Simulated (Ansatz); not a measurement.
Isomers

Structures of CH4AlS, doublet, relaxed at PBE0-D4/def2-TZVP (vibrations not checked; lower isomers may exist, and structures with a doubtful reference or unclear bonds are left out). Computed with Ansatz 0.2.0 (basis: def2-TZVPP); correlated methods freeze the cores; orbitals are unrestricted. B3LYP uses VWN-RPA correlation.

(1) Rank them by CCSD(T) energy, lowest first, and give each one's height above the lowest. Links in brackets join atoms within 1.22 times the sum of their covalent radii (1.1 for two metals). (An estimate is asked for; the value comes from the calculation.)
A.
CH₄AlS ([AlH2][CH][SH])
```
7
angstrom
Al -0.8896 0.4799 -0.8675
C -0.2091 0.0207 0.8555
S 0.9201 -1.2144 1.1767
H -0.3309 -0.3866 -2.0774
H -1.9401 1.6518 -1.0443
H -0.4870 0.5128 1.7858
H 1.1057 -1.6617 -0.0808
```
B.
CH₄AlS ([CH2]1[AlH][SH]1)
```
7
angstrom
Al -1.4328 -0.4066 -0.1859
C 0.0854 0.4402 0.7410
S 0.9899 -1.0381 0.0975
H -1.5223 -0.0954 -1.7572
H 0.5857 1.3576 0.4380
H 0.1218 0.3398 1.8255
H 1.1724 -0.5975 -1.1589
```
C.
CH₄AlS ([CH3][AlH][S])
```
7
angstrom
C -0.7735 0.5087 -0.2286
Al 0.8841 -0.4482 0.1337
S 0.9176 -2.0310 1.6253
H -0.6431 1.5769 -0.0282
H -1.6114 0.1488 0.3709
H -1.0415 0.4123 -1.2854
H 2.2677 -0.1676 -0.5876
```
D.
CH₄AlS ([CH2]1[AlH2][S]1)
```
7
angstrom
Al -1.2443 0.2009 -0.5771
C 0.8493 -0.0636 0.0057
S -0.1722 -1.0944 0.9285
H -1.8769 -0.5766 -1.7953
H -1.5832 1.6848 -0.1541
H 0.9016 1.0018 0.2399
H 1.7143 -0.4837 -0.4947
```

(2) Do PBE-D4, r2SCAN-D4, PBE0-D4, B3LYP-D4, wB97M-V, HF, MP2 give the same order? (A judgement: the text doesn't fix the answer.)

T1 diagnostic: at most 0.024. ⟨S²⟩ of the unrestricted Hartree–Fock references: 0.75 to 0.77 (a pure state has 0.75).

For scale, one of the runs: CCSD(T)/def2-TZVPP, 171 basis functions, launched by `ansatz run in.yaml --threads 2 --pin off --events-out ev --progress --plain --max-ram 4352MiB`. Time: 85 s of wall clock on 2 CPU threads of an Arm Neoverse V2; the host was shared. Peak host memory: 3.2 GiB.

## Answers

(1) The calculation gives: C (0.000 eV), D (1.059 eV), B (1.472 eV), A (1.706 eV). Heights count from the lowest.

(2) Computed: All do.
